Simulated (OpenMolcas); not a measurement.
# BPH4 (SMILES BP): a chain of runs

Aim: a single-point energy (UHF/STO-3G), then a single-point energy (CASSCF(2,2)/STO-3G), then the energy (CASPT2(2,2)/STO-3G), then the energy (SC-NEVPT2(2,2)/STO-3G), then the energy (MRCI(2,2)/STO-3G) of BPH4. 

The results are computed with OpenMolcas 26.06.

## (1) Starting point

BPH4: 6 atoms, total charge 0, spin state singlet. SMILES: `BP`. The B1–H3 distance was set to 2.338 Å, away from the relaxed value. At this shape a bond of the SMILES string is far longer than usual.

Bond lengths: B1–P2 1.841 Å, B1–H4 1.169 Å, P2–H5 1.378 Å, P2–H6 1.378 Å. Angles: B1–P2–H5 103.7°, B1–P2–H6 103.7°, P2–B1–H4 119.5°, H5–P2–H6 96.8°.

## (2) The energy at UHF/STO-3G (run 1)

The input, step1.inp:

```
* BH4P Hartree-Fock

&GATEWAY
  BasLib=$CurrDir
  BasisSet
  B.STO-3G....
  B1 0.782769 -0.384737 -0.605160 angstrom
  End of Basis
  BasisSet
  P.STO-3G....
  P2 1.158849 1.411993 -0.464410 angstrom
  End of Basis
  BasisSet
  H.STO-3G....
  H3 -0.777460 -1.351190 0.842930 angstrom
  H4 1.439339 -1.057647 -1.299970 angstrom
  H5 1.379219 1.802273 -1.767760 angstrom
  H6 -0.082161 1.995423 -0.325830 angstrom
  End of Basis

&SEWARD

&SCF
  UHF
  Scramble=0.25
  PrOrbitals=1 1
```

The basis set STO-3G is read from a file made from the Basis Set Exchange's data (not shown).

Run with:

```bash
$ export MOLCAS_MEM=1860
$ pymolcas step1.inp > step1.log
```

Output, shortened:

```text
--- Start Module: gateway ---
[...]
--- Stop Module: gateway /rc=_RC_ALL_IS_WELL_ ---
--- Start Module: seward ---
[...]
      Basis functions           18
--- Stop Module: seward /rc=_RC_ALL_IS_WELL_ ---
--- Start Module: scf ---
[...]
       Convergence after  27 Iterations
[...]
::    Total SCF energy                               -363.4061662553
[...]
      Total spin, S                                     0.5551184713
[...]
      Total electronic charge=   24.000000
      Total            charge=   -0.000000
[...]
      Dipole Moment (debye):
      Origin of the operator (angstrom)=    1.0102    0.8888   -0.5133
                   X= -4.3132E-01               Y=  2.0035E-01               Z= -4.7169E-01           Total=  6.6983E-01
      Quadrupole Moment (debye*angstrom):
[...]
--- Stop Module: scf /rc=_RC_ALL_IS_WELL_ ---
[...]
```

Wall time 2.1 s (1 thread of Arm Neoverse V1, shared host); peak memory 0.37 GiB.

## (3) A single-point energy at CASSCF(2,2)/STO-3G (run 2)

The input, step2.inp:

```
&GATEWAY
BasLib = $CurrDir
BasisSet
B.STO-3G....
B1 0.782769 -0.384737 -0.605160 angstrom
End of Basis
BasisSet
P.STO-3G....
P2 1.158849 1.411993 -0.464410 angstrom
End of Basis
BasisSet
H.STO-3G....
H3 -0.777460 -1.351190 0.842930 angstrom
H4 1.439339 -1.057647 -1.299970 angstrom
H5 1.379219 1.802273 -1.767760 angstrom
H6 -0.082161 1.995423 -0.325830 angstrom
End of Basis
&SEWARD
&RASSCF
FileOrb = $CurrDir/step1.UnaOrb
Spin = 1
Nactel = 2 0 0
Inactive = 11
Ras2 = 2
OrbListing = Nothing
OrbAppear = Compact
```

The basis set STO-3G is read from a file made from the Basis Set Exchange's data (not shown).

Run with:

```bash
$ export MOLCAS_MEM=1860
$ pymolcas step2.inp > step2.log
```

Output, shortened:

```text
--- Start Module: gateway ---
[...]
--- Stop Module: gateway /rc=_RC_ALL_IS_WELL_ ---
--- Start Module: seward ---
[...]
      Basis functions           18
--- Stop Module: seward /rc=_RC_ALL_IS_WELL_ ---
--- Start Module: rasscf ---
[...]
      Number of active orbitals                  2
[...]
      Spin quantum number                      0.0
[...]
      Active orbitals                            2
[...]
      Number of CSFs                             3
[...]
      Number of root(s) required                 1
[...]
      Convergence after 10 iterations
[...]
      printout of CI-coefficients larger than  0.05 for root  1
      energy=    -363.427439
      conf/sym  11     Coeff  Weight
             1  20  -0.89671 0.80408
             3  02   0.44263 0.19592
      Natural orbitals and occupation numbers for root  1
      sym 1:   1.608165   0.391835
      ************************************************************************************************************************
      *                                                    Final results                                                     *
[...]
::    RASSCF root number  1 Total energy:   -363.42743901
[...]
      Total electronic charge=   24.000000
      Total            charge=   -0.000000
[...]
      Dipole Moment (debye):
      Origin of the operator (angstrom)=    1.0102    0.8888   -0.5133
                   X= -3.4774E-01               Y=  2.8684E-01               Z= -5.6008E-01           Total=  7.1895E-01
      Quadrupole Moment (debye*angstrom):
[...]
--- Stop Module: rasscf /rc=_RC_ALL_IS_WELL_ ---
[...]
```

Run time: 1.8 s. Hardware: 1 thread of Arm Neoverse V1, shared host; peak memory 0.37 GiB.

## (4) A single-point energy at CASPT2(2,2)/STO-3G (run 3)

The input, step3.inp:

```
* BH4P CASPT2
&GATEWAY
BasLib=$CurrDir
BasisSet
B.STO-3G....
B1 0.782769 -0.384737 -0.605160 angstrom
End of Basis
BasisSet
P.STO-3G....
P2 1.158849 1.411993 -0.464410 angstrom
End of Basis
BasisSet
H.STO-3G....
H3 -0.777460 -1.351190 0.842930 angstrom
H4 1.439339 -1.057647 -1.299970 angstrom
H5 1.379219 1.802273 -1.767760 angstrom
H6 -0.082161 1.995423 -0.325830 angstrom
End of Basis
&SEWARD
&RASSCF
FileOrb=$CurrDir/step2.RasOrb
Spin=1
Nactel=2 0 0
Inactive=11
Ras2=2
OrbListing=Nothing
OrbAppear=Compact
&CASPT2
Imaginary=0.1
Frozen=6
```

The basis set STO-3G is read from a file made from the Basis Set Exchange's data (not shown).

Run with:

```bash
$ export MOLCAS_MEM=1860
$ pymolcas step3.inp > step3.log
```

Output, shortened:

```text
--- Start Module: gateway ---
[...]
--- Stop Module: gateway /rc=_RC_ALL_IS_WELL_ ---
[...]
      Basis functions           18
[...]
--- Start Module: rasscf ---
[...]
      Number of active orbitals                  2
[...]
      Spin quantum number                      0.0
[...]
      Active orbitals                            2
[...]
      Number of CSFs                             3
[...]
      Number of root(s) required                 1
[...]
      Convergence after  4 iterations
[...]
      printout of CI-coefficients larger than  0.05 for root  1
      energy=    -363.427439
      conf/sym  11     Coeff  Weight
             1  20  -0.89671 0.80408
             3  02   0.44263 0.19592
      Natural orbitals and occupation numbers for root  1
      sym 1:   1.608165   0.391835
      ************************************************************************************************************************
      *                                                    Final results                                                     *
[...]
::    RASSCF root number  1 Total energy:   -363.42743901
[...]
      Total electronic charge=   24.000000
      Total            charge=   -0.000000
[...]
      Dipole Moment (debye):
      Origin of the operator (angstrom)=    1.0102    0.8888   -0.5133
                   X= -3.4774E-01               Y=  2.8686E-01               Z= -5.6007E-01           Total=  7.1895E-01
      Quadrupole Moment (debye*angstrom):
[...]
--- Stop Module: rasscf /rc=_RC_ALL_IS_WELL_ ---
--- Start Module: caspt2 ---
[...]
 ###    WARNING: User changed nr of frozen orbitals.                         ###
 ###############################################################################
[...]
      E2 (Variational):          -0.0616669278
      Total energy:            -363.4891059379
[...]
      Reference weight:           0.96888
[...]
::    CASPT2 Root  1     Total energy:   -363.48910594
[...]
--- Stop Module: caspt2 /rc=_RC_ALL_IS_WELL_ ---
[...]
```

It took 1.7 s on 1 thread of Arm Neoverse V1, shared host; peak memory 0.37 GiB.

## (5) The energy at SC-NEVPT2(2,2)/STO-3G (run 4)

The input, step4.input:

```
&GATEWAY
  BasLib=$CurrDir
  BasisSet
  B.STO-3G....
  B1 0.782769 -0.384737 -0.605160 angstrom
  End of Basis
  BasisSet
  P.STO-3G....
  P2 1.158849 1.411993 -0.464410 angstrom
  End of Basis
  BasisSet
  H.STO-3G....
  H3 -0.777460 -1.351190 0.842930 angstrom
  H4 1.439339 -1.057647 -1.299970 angstrom
  H5 1.379219 1.802273 -1.767760 angstrom
  H6 -0.082161 1.995423 -0.325830 angstrom
  End of Basis

&SEWARD

&RASSCF
  FileOrb=$CurrDir/step2.RasOrb
  Spin=1
  Nactel=2 0 0
  Inactive=11
  Ras2=2
  OrbListing=Nothing
  OrbAppear=Compact

&CASPT2
  SC-NEVPT2
  Frozen=6
```

The basis set STO-3G is read from a file made from the Basis Set Exchange's data (not shown).

Run with:

```bash
$ export MOLCAS_MEM=1860
$ pymolcas step4.input > step4.log
```

Output, shortened:

```text
--- Start Module: gateway ---
[...]
--- Stop Module: gateway /rc=_RC_ALL_IS_WELL_ ---
[...]
      Basis functions           18
[...]
--- Start Module: rasscf ---
[...]
      Number of active orbitals                  2
[...]
      Spin quantum number                      0.0
[...]
      Active orbitals                            2
[...]
      Number of CSFs                             3
[...]
      Number of root(s) required                 1
[...]
      Convergence after  4 iterations
[...]
      printout of CI-coefficients larger than  0.05 for root  1
      energy=    -363.427439
      conf/sym  11     Coeff  Weight
             1  20  -0.89671 0.80408
             3  02   0.44263 0.19592
      Natural orbitals and occupation numbers for root  1
      sym 1:   1.608165   0.391835
      ************************************************************************************************************************
      *                                                    Final results                                                     *
[...]
::    RASSCF root number  1 Total energy:   -363.42743901
[...]
      Total electronic charge=   24.000000
      Total            charge=   -0.000000
[...]
      Dipole Moment (debye):
      Origin of the operator (angstrom)=    1.0102    0.8888   -0.5133
                   X= -3.4774E-01               Y=  2.8686E-01               Z= -5.6007E-01           Total=  7.1895E-01
      Quadrupole Moment (debye*angstrom):
[...]
--- Stop Module: rasscf /rc=_RC_ALL_IS_WELL_ ---
--- Start Module: caspt2 ---
[...]
 ###    WARNING: User changed nr of frozen orbitals.                         ###
 ###############################################################################
[...]
      E2 (Variational):          -0.0610195788
[...]
      E2 (Variational):          -0.0609584084
      Total energy:            -363.4883974186
[...]
      Reference weight:           0.96951
[...]
::    SC-NEVPT2 Root  1     Total energy:   -363.48839742
[...]
--- Stop Module: caspt2 /rc=_RC_ALL_IS_WELL_ ---
[...]
```

Run time: 1.8 s. Hardware: 1 thread of Arm Neoverse V1, shared host; peak memory 0.37 GiB.

## (6) The energy at MRCI(2,2)/STO-3G (run 5)

The input, step5.inp:

```
>>> EXPORT MOLCAS_PRINT=2

&GATEWAY
 BasLib = $CurrDir
 BasisSet
 B.STO-3G....
 B1 0.782769 -0.384737 -0.605160 angstrom
 End of Basis
 BasisSet
 P.STO-3G....
 P2 1.158849 1.411993 -0.464410 angstrom
 End of Basis
 BasisSet
 H.STO-3G....
 H3 -0.777460 -1.351190 0.842930 angstrom
 H4 1.439339 -1.057647 -1.299970 angstrom
 H5 1.379219 1.802273 -1.767760 angstrom
 H6 -0.082161 1.995423 -0.325830 angstrom
 End of Basis

&SEWARD

&RASSCF
 FileOrb = $CurrDir/step2.RasOrb
 Spin = 1
 Nactel = 2 0 0
 Inactive = 11
 Ras2 = 2
 OrbListing = Nothing
 OrbAppear = Compact

&MOTRA
 LumOrb
 Frozen = 6

&GUGA
 Electrons = 12
 Spin = 1
 Inactive = 5
 Active = 2
 CIAll = 1

&MRCI
 SDCI
```

The basis set STO-3G is read from a file made from the Basis Set Exchange's data (not shown).

Run with:

```bash
$ export MOLCAS_MEM=1860
$ pymolcas step5.inp > step5.log
```

Output, shortened:

```text
--- Start Module: gateway ---
[...]
--- Stop Module: gateway /rc=_RC_ALL_IS_WELL_ ---
[...]
      Basis functions           18
[...]
      Number of active orbitals                  2
[...]
      Spin quantum number                      0.0
[...]
      Active orbitals                            2
[...]
      Number of CSFs                             3
[...]
      Number of root(s) required                 1
[...]
      Convergence after  4 iterations
[...]
      printout of CI-coefficients larger than  0.05 for root  1
      energy=    -363.427439
      conf/sym  11     Coeff  Weight
             1  20  -0.89671 0.80408
             3  02   0.44263 0.19592
      Natural orbitals and occupation numbers for root  1
      sym 1:   1.608165   0.391835
      ************************************************************************************************************************
      *                                                    Final results                                                     *
[...]
::    RASSCF root number  1 Total energy:   -363.42743901
[...]
      Dipole Moment (debye):
      Origin of the operator (angstrom)=    1.0102    0.8888   -0.5133
                   X= -3.4774E-01               Y=  2.8686E-01               Z= -5.6007E-01           Total=  7.1895E-01
      Quadrupole Moment (debye*angstrom):
[...]
      *** WARNING: Default frozen orbitals is overwritten by user input.
      *** Default values:   6
[...]
--- Start Module: guga ---
[...]
--- Stop Module: guga /rc=_RC_ALL_IS_WELL_ ---
--- Start Module: mrci ---
[...]
       (But an ACPF correction will be computed)
       USE THE DEFAULT ACPF G-VALUE GFAC=  0.16666666666666666
[...]
                      CI ENERGY:  -363.51123382
[...]
                ACPF CORRECTION:    -0.00465985
[...]
      Total electronic charge=   24.000000
      Total            charge=   -0.000000
[...]
     ACPF CORRECTION:     -0.00465985
[...]
  CI State   1     Total energy:   -363.51123382     QDav:     -0.00565471     QACPF:     -0.00465985
[...]
--- Stop Module: mrci /rc=_RC_ALL_IS_WELL_ ---
[...]
```

Run time: 1.9 s. Hardware: 1 thread of Arm Neoverse V1, shared host; peak memory 0.37 GiB.

## (7) Outcome

| quantity | value |
| --- | --- |
| run 1, UHF/STO-3G: total energy | -363.40617 Eh |
| run 1, UHF/STO-3G: dipole moment | 0.67 D |
| run 1, UHF/STO-3G: HOMO energy | -7.12 eV |
| run 1, UHF/STO-3G: LUMO energy | 6.35 eV |
| run 1, UHF/STO-3G: HOMO–LUMO gap | 13.47 eV |
| run 1, UHF/STO-3G: ⟨S²⟩ | 0.863 |
| run 2, CASSCF(2,2)/STO-3G: total energy | -363.42744 Eh |
| run 2, CASSCF(2,2)/STO-3G: dipole moment (CASSCF density) | 0.72 D |
| run 3, CASPT2(2,2)/STO-3G: total energy | -363.48911 Eh |
| run 3, CASPT2(2,2)/STO-3G: dipole moment (CASSCF density) | 0.72 D |
| run 4, SC-NEVPT2(2,2)/STO-3G: total energy | -363.48840 Eh |
| run 4, SC-NEVPT2(2,2)/STO-3G: dipole moment (CASSCF density) | 0.72 D |
| run 5, MRCI(2,2)/STO-3G: total energy | -363.51123 Eh |
| run 5, MRCI(2,2)/STO-3G: dipole moment (CASSCF density) | 0.72 D |

What this shows: ⟨S²⟩ (run 1, UHF/STO-3G) is 0.86 where a pure singlet has 0.00: the reference is spin-contaminated. Mulliken charges (run 3, CASPT2(2,2)/STO-3G) of the CASSCF density run from -0.10 on H6 to +0.27 on P2; they depend strongly on the basis.
